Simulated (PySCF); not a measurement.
Species: C₂H₂N₂.
Geometry (PBE0-D3(BJ)/def2-SVP, Å), atoms numbered from 1 in this order:
```xyz
6
C2H2N2 angstrom
N      2.1396   -0.4497    0.0326
C      1.0539   -0.0498   -0.0289
C     -0.3143    0.4182   -0.1058
N     -1.3400   -0.3272   -0.0998
H     -0.4379    1.5098   -0.1741
H     -1.0773   -1.3165   -0.0319
```

The closed-shell ground state was solved at several levels (PySCF, density fitting, gas phase, non-relativistic).

| level | basis functions | HOMO (eV) | LUMO (eV) | gap (eV) | dipole (D) |
| --- | --- | --- | --- | --- | --- |
| B3LYP/pcJ-1 | 128 | -8.78 | -2.61 | 6.17 | 1.34 |
| B3LYP/def2-SVPD | 96 | -8.84 | -2.74 | 6.10 | 1.42 |
| PBE0/pcSseg-1 | 78 | -9.07 | -2.39 | 6.68 | 1.34 |

Problem. Estimate the row for B3LYP/pcSseg-2, a basis of 172 functions; the other rows only guide the guess.

Solution. HOMO -8.87 eV, LUMO -2.72 eV, gap 6.15 eV, dipole 1.41 D.

Problem. Over all these levels, which gives the widest orbital gap and which the narrowest?

Solution. PBE0/pcSseg-1 (global hybrid, 25 % exact exchange) has the widest, 6.68 eV, and B3LYP/def2-SVPD (global hybrid, 20 % exact exchange) the narrowest, 6.10 eV. Functional and basis both differ between the two, so the spread mixes both effects.

Problem. How much does the basis alone move the frontier levels among the 3 B3LYP rows (the withheld one included)?

Solution. The HOMO by 0.09 eV and the LUMO by 0.13 eV. By rising basis size (HOMO, LUMO in eV): def2-SVPD -8.84, -2.74; pcJ-1 -8.78, -2.61; pcSseg-2 -8.87, -2.72.

Problem. How far do the dipole and the HOMO energy spread over the levels?

Solution. The dipole runs from 1.34 to 1.42 D (mean 1.38 D) and the HOMO from -9.07 to -8.78 eV.
